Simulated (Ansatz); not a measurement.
A calculation with Ansatz (development build ahead of 0.2.0).

```yaml
crystal:
  periodic: [false, false, false]
  atoms:
    - { symbol: O, position_ang: [0.00671, 0.04861, -0.58749] }
    - { symbol: C, position_ang: [0.02801, 1.18489, 0.15425] }
    - { symbol: C, position_ang: [0.04667, -1.14881, 0.20126] }
    - { symbol: H, position_ang: [-0.03809, 2.00363, -0.46916] }
    - { symbol: H, position_ang: [-0.90929, 1.25956, 0.79973] }
    - { symbol: H, position_ang: [0.89993, 1.22215, 0.79098] }
    - { symbol: H, position_ang: [0.0299, -2.02629, -0.45647] }
    - { symbol: H, position_ang: [0.94395, -1.23675, 0.82912] }
    - { symbol: H, position_ang: [-0.88061, -1.23326, 0.88741] }
basis:
  gaussian: { orbitals: cc-pVTZ }
hamiltonian:
  xc: hf
```

The input is written out in the form of the current development build from the run's settings.

Output:

* Converged: yes
* Total energy: -154.11697 hartree
* Spin squared of the determinant: 0.000
